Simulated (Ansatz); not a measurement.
Born–Oppenheimer molecular dynamics of BClH3O (6 atoms, charge 1, multiplicity 1). It starts from a relaxed structure.

These are results of RKS PBE0/def2-SVP in Ansatz, not measurements.

```yaml
ensemble: NVE (velocity Verlet)
time_step: 1 fs
steps_asked: 250
starting_velocities_drawn_for: 300 K
seed: 980045
```

Frames 1 fs apart, positions in Å.

Velocities at 160.0 fs (Å/ps):

```
O 1.01 0.14 -2.09
B 1.77 -0.94 0.55
Cl -0.74 0.09 0.05
H -1.73 -10.36 14.21
H -5.04 8.37 -2.70
H -2.10 6.86 14.17
```

```xyz
6
Properties=species:S:1:pos:R:3 time_fs=160.0 energy_less_start_eV=0.117 T=83
O -0.500 0.159 -0.559
B 0.362 -0.114 0.579
Cl 1.934 -0.609 0.238
H -1.386 0.415 -0.338
H -0.132 0.471 -1.395
H -0.177 -0.060 1.650
6
Properties=species:S:1:pos:R:3 time_fs=161.0 energy_less_start_eV=0.109 T=94
O -0.499 0.159 -0.561
B 0.363 -0.115 0.579
Cl 1.933 -0.609 0.238
H -1.395 0.407 -0.324
H -0.137 0.480 -1.401
H -0.179 -0.053 1.663
6
Properties=species:S:1:pos:R:3 time_fs=162.0 energy_less_start_eV=0.104 T=101
O -0.497 0.159 -0.562
B 0.365 -0.117 0.581
Cl 1.933 -0.609 0.238
H -1.414 0.404 -0.313
H -0.143 0.490 -1.413
H -0.180 -0.045 1.671
6
Properties=species:S:1:pos:R:3 time_fs=163.0 energy_less_start_eV=0.117 T=80
O -0.495 0.159 -0.563
B 0.367 -0.119 0.583
Cl 1.932 -0.609 0.238
H -1.433 0.402 -0.308
H -0.150 0.498 -1.427
H -0.179 -0.037 1.672
6
Properties=species:S:1:pos:R:3 time_fs=164.0 energy_less_start_eV=0.125 T=67
O -0.494 0.160 -0.564
B 0.369 -0.121 0.586
Cl 1.931 -0.609 0.238
H -1.443 0.400 -0.309
H -0.161 0.504 -1.438
H -0.176 -0.030 1.667
6
Properties=species:S:1:pos:R:3 time_fs=165.0 energy_less_start_eV=0.110 T=95
O -0.494 0.161 -0.565
B 0.371 -0.124 0.589
Cl 1.931 -0.608 0.238
H -1.442 0.396 -0.319
H -0.176 0.506 -1.444
H -0.172 -0.022 1.656
6
Properties=species:S:1:pos:R:3 time_fs=166.0 energy_less_start_eV=0.085 T=137
O -0.494 0.162 -0.565
B 0.372 -0.126 0.593
Cl 1.931 -0.608 0.238
H -1.430 0.391 -0.335
H -0.193 0.504 -1.443
H -0.168 -0.015 1.643
6
Properties=species:S:1:pos:R:3 time_fs=167.0 energy_less_start_eV=0.084 T=139
O -0.495 0.164 -0.565
B 0.374 -0.129 0.596
Cl 1.931 -0.608 0.238
H -1.413 0.386 -0.355
H -0.211 0.498 -1.440
H -0.165 -0.008 1.631
6
Properties=species:S:1:pos:R:3 time_fs=168.0 energy_less_start_eV=0.109 T=97
O -0.495 0.165 -0.565
B 0.375 -0.132 0.598
Cl 1.931 -0.608 0.238
H -1.401 0.383 -0.376
H -0.227 0.490 -1.437
H -0.166 -0.002 1.623
6
Properties=species:S:1:pos:R:3 time_fs=169.0 energy_less_start_eV=0.118 T=81
O -0.495 0.167 -0.565
B 0.377 -0.134 0.600
Cl 1.931 -0.608 0.238
H -1.403 0.383 -0.394
H -0.239 0.482 -1.438
H -0.170 0.005 1.621
6
Properties=species:S:1:pos:R:3 time_fs=170.0 energy_less_start_eV=0.098 T=115
O -0.495 0.168 -0.564
B 0.378 -0.137 0.601
Cl 1.931 -0.607 0.238
H -1.419 0.386 -0.409
H -0.245 0.473 -1.447
H -0.178 0.011 1.625
6
Properties=species:S:1:pos:R:3 time_fs=171.0 energy_less_start_eV=0.087 T=134
O -0.495 0.170 -0.563
B 0.379 -0.140 0.602
Cl 1.931 -0.607 0.237
H -1.443 0.391 -0.421
H -0.245 0.463 -1.461
H -0.188 0.017 1.633
```

Of the whole run (250 fs, mean temperature of the second half 148 K): The conserved energy stayed within 0.87 meV per atom of its start (net change 0.55 meV per atom), so the integration is sound. The temperature averaged 0.49 of the 300 K drawn at the start: a run that starts near a minimum puts about half its kinetic energy into the potential. A run of 0.25 ps of so small a system gives no equilibrium averages. Limits of this set-up: the dipole of an ion depends on the origin.

Run time: 3.7 min on 1 CPU thread of a shared host.
